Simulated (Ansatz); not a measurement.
**Structure relaxation of C**

The calculation used DFT r2SCAN, scalar-relativistic, plane waves, PAW (Ansatz 0.2.0). Cutoff 500 eV, Γ-centred k mesh, Gaussian smearing, no spin polarisation in the final step.

A relaxed cell is given with its space group left out.

```xyz
3
Lattice="1.2595 0.7272 4.1059 -1.2595 0.7272 4.1059 0.0000 -1.4543 4.1059" Properties=species:S:1:pos:R:3 pbc="T T T"
C     0.0000    0.0000    0.0000
C     0.0000    0.0000    3.2469
C     0.0000    0.0000    9.0707
```

Energies count from the standard state of C at the same level.

Task: What space group does it have?

Result: R-3m (No. 166). Conventional cell: a = 2.519 Å, c = 12.318 Å. C on Wyckoff site a (1 atom of the primitive cell) is coordinated by 6 C at 1.69 Å; C on Wyckoff site c (2 atoms of the primitive cell) has 3 C at 1.69 Å.

Task: How far above the standard state of C does it lie?

Result: 3.08 eV/atom.

Task: Is it a metal?

Result: Yes, bands cross the Fermi level on the 21×21×21 mesh.

The final run used a 21×21×21 mesh on its 3-atom cell and 0.10 eV smearing. For metals, differences of a few meV/atom aren't resolved. Weakly bound directions are ill-defined at this level, which has no dispersion term. The cell came from a trial start, so C may not exist in this structure.